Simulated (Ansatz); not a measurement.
# Low triplet and quintet states of GeH₂ by full CI

```xyz
3

Ge    0.0000   -0.0208    0.0000
H     0.0000    0.7490   -1.3344
H     0.0000    0.7490    1.3344
```

Basis cc-pVDZ; Ansatz 0.2.0. Correlated methods freeze the noble-gas cores and the filled d shells of p-block atoms, which leaves 6 electrons in 23 orbitals. No spin–orbit coupling is included, and no scalar relativity.

Question: From the orbital picture of this species, estimate the order, symmetries and energies of the lowest 4 triplet and 2 quintet states at this geometry (other spins aside; irreps A1, B1, B2, A2 in the program's axes; members of a degenerate level count singly).

Answer: Full CI in cc-pVDZ gives:
```json
{"2S+1": "3", "irrep": "B1", "energy above the lowest listed (eV)": "0.000"}
{"2S+1": "3", "irrep": "A1", "energy above the lowest listed (eV)": "4.571"}
{"2S+1": "3", "irrep": "A2", "energy above the lowest listed (eV)": "4.626"}
{"2S+1": "3", "irrep": "B2", "energy above the lowest listed (eV)": "5.412"}
{"2S+1": "5", "irrep": "A2", "energy above the lowest listed (eV)": "7.710"}
{"2S+1": "5", "irrep": "B1", "energy above the lowest listed (eV)": "9.106"}
```

20 s on 1 thread of Intel Xeon Platinum 8375C, shared host.
